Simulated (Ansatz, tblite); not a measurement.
# The cluster BeF2−: rung by rung

How do method and basis change the picture of the cluster BeF2− (doublet)?

The runs use Ansatz 0.2.0, Gaussian basis; as each input shows.

Levels to be run: GFN1-xTB, GFN2-xTB, PBE-D4/def2-TZVPD, r2SCAN-D4/def2-TZVPD, ωB97M-V/def2-TZVPD, B2PLYP/def2-TZVPD, B3LYP-D4/def2-TZVPD, r2SCANh-D4/def2-TZVPD, LDA/def2-TZVPD, PBE+5HF/def2-TZVPD, PBE+10HF/def2-TZVPD, PBE+15HF/def2-TZVPD, PBE+35HF/def2-TZVPD, PBE+50HF/def2-TZVPD, PBE-D4/def2-SVPD, PBE0-D4/def2-SVPD, HF/STO-3G, CCSD(T)/def2-TZVPPD, MP2/def2-TZVPD, RPA/def2-TZVPD.

### 1 The structure

The doublet was relaxed beforehand with PBE-D4/def2-TZVPD. At that level it is the lowest of the isomers that a small search found.

3 atoms, charge -1, spin multiplicity 2.

Bond lengths: Be1–F2 1.454 Å, Be1–F3 1.454 Å. Angles: F2–Be1–F3 129.5°.

Coordinates:

```
atom    x (Å)    y (Å)    z (Å)
 Be1  -0.2526  -0.3253  -0.0378
  F2  -0.4723   0.7455  -0.9966
  F3   0.7250  -0.4202   1.0344
```

The ion is computed in the gas phase, without counter-ions or solvent.

PBE0-D4/def2-TZVPD was run before; its log isn't repeated, and its numbers join the tables.

### 2 GFN1-xTB

Tight binding, by tblite at 300 K electronic temperature and without a spin-polarisation term:

```python
tblite.interface.Calculator('GFN1-xTB', numbers, positions, charge=-1, uhf=1).singlepoint()
```

Energy -306.7448 eV; 0.001 s.

### 3 GFN2-xTB

Tight binding, by tblite at 300 K electronic temperature and without a spin-polarisation term:

```python
tblite.interface.Calculator('GFN2-xTB', numbers, positions, charge=-1, uhf=1).singlepoint()
```

Energy -281.6434 eV; 0.001 s.

### 4 PBE-D4/def2-TZVPD

start.molden holds the orbitals of an earlier run on this state, given as this run's starting guess.

Input file in.yaml:

```yaml
crystal:
  periodic: [false, false, false]
  atoms:
    - {symbol: Be, position_ang: [-0.252650, -0.325298, -0.037755]}
    - {symbol: F, position_ang: [-0.472348, 0.745488, -0.996623]}
    - {symbol: F, position_ang: [0.724998, -0.420190, 1.034388]}
basis:
  gaussian: {orbitals: def2-TZVPD, initial_orbitals: start.molden}
total_charge: -1
magnetization: {spin_polarized: true, initial_magnetization: 1}
hamiltonian: {xc: pbe, dispersion: d4}
scf: {omitted_lower_state_checks: [starts]}
output: {forces: true, orbitals: {seedname: orbitals}}
```

Started as:

```console
ansatz run in.yaml --threads 4 --pin off --events-out ev --progress --plain --max-ram 3916MiB
```

After this run come: r2SCAN-D4/def2-TZVPD; ωB97M-V/def2-TZVPD; B2PLYP/def2-TZVPD; B3LYP-D4/def2-TZVPD; r2SCANh-D4/def2-TZVPD; LDA/def2-TZVPD; PBE+5HF/def2-TZVPD; PBE+10HF/def2-TZVPD; PBE+15HF/def2-TZVPD; PBE+35HF/def2-TZVPD; PBE+50HF/def2-TZVPD; PBE-D4/def2-SVPD; PBE0-D4/def2-SVPD; HF/STO-3G; CCSD(T)/def2-TZVPPD; MP2/def2-TZVPD; RPA/def2-TZVPD.

Before running them: what should the planned runs give, taken together? Wanted: gap in def2-TZVPD, named functionals, smallest and largest; gap over the share of exact exchange; correlation energy, CCSD(T)/def2-TZVPPD; correlation energy, MP2/def2-TZVPD; ⟨S²⟩ in def2-TZVPD, named functionals, smallest and largest; PBE0 total energy, smallest basis above largest.

**Answer**, as computed:

| quantity | value |
| --- | --- |
| gap in def2-TZVPD, named functionals, smallest and largest | 0.92 eV (LDA), 4.55 eV (ωB97M-V) |
| gap over the share of exact exchange | 1.29 eV at 0, 3.63 eV at 0.5 |
| correlation energy, CCSD(T)/def2-TZVPPD | -16.49 eV |
| correlation energy, MP2/def2-TZVPD | -15.98 eV |
| ⟨S²⟩ in def2-TZVPD, named functionals, smallest and largest | 0.750, 0.751 |
| PBE0 total energy, smallest basis above largest | 6.82 eV (def2-SVPD, def2-TZVPD) |

Over the named functionals in def2-TZVPD the gap runs from 0.92 eV (LDA) to 4.55 eV (ωB97M-V); exact exchange widens it. Raising the share of exact exchange from 0 to 0.5 moves the HOMO by -1.38 eV and the LUMO by +0.96 eV. LDA, PBE-D4, r2SCAN-D4, r2SCANh-D4, B3LYP-D4, PBE0-D4 put the HOMO above zero; others here keep it below zero, so the sign hangs on the functional's self-interaction and doesn't show that the species is unbound.
